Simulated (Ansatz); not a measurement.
# Si₂F+ (quintet): the correlation ladder, def2-QZVPP

One table from this session's results is given with a row withheld; the runs are named, their logs left out.

Computed with Ansatz 0.2.0, Gaussian basis. Level: def2-QZVPP, core rule «outside noble gas», up to 11 orbitals frozen.

The runs, in order: UHF; ROHF; CCSD(T) on UHF.

### The system

The geometry is a PBE0/def2-TZVP stationary point (not a proven minimum) of the parent state, kept for this charge and spin.

3 atoms, charge 1, spin multiplicity 5.

Atoms are counted from 1 here; the program's logs count them from 0.

Bond lengths: F1–Si2 1.608 Å, Si2–Si3 2.332 Å. Angles: F1–Si2–Si3 112.2°.

Set-up of the first run:

in.yaml reads:

```yaml
crystal:
  periodic: [false, false, false]
  atoms:
    - {symbol: F, position_ang: [0.000000, -0.606197, 1.621189]}
    - {symbol: Si, position_ang: [0.000000, 0.594494, 0.550881]}
    - {symbol: Si, position_ang: [0.000000, -0.184433, -1.647532]}
basis:
  gaussian: {orbitals: "def2-QZVPP.json"}
total_charge: 1
magnetization: {spin_polarized: true, initial_magnetization: 4}
hamiltonian: {xc: hf}
output: {orbitals: {seedname: orbitals}}
```

Command:

```sh
ansatz run in.yaml --threads 1 --pin off --events-out ev --progress --plain --max-ram 2393MiB
```

Steps of the session up to this table: UHF; ROHF; CCSD(T) on UHF.

One of the session's tables, all rows but one given; the rest of the session is left out.

It belongs to the step «Misses and costs». 

```
  method  from UCCSD(T) (meV)
    ROHF             +11927.2
     UHF             +11866.1
    UMP2               +975.0
   UCCSD                    ?
UCCSD(T)                    0
```

Estimate the missing values for UCCSD.

The run gave: from UCCSD(T) (meV): +511.6. In the column «from UCCSD(T) (meV)» it lies between UCCSD(T) (0) and UMP2 (+975.0).
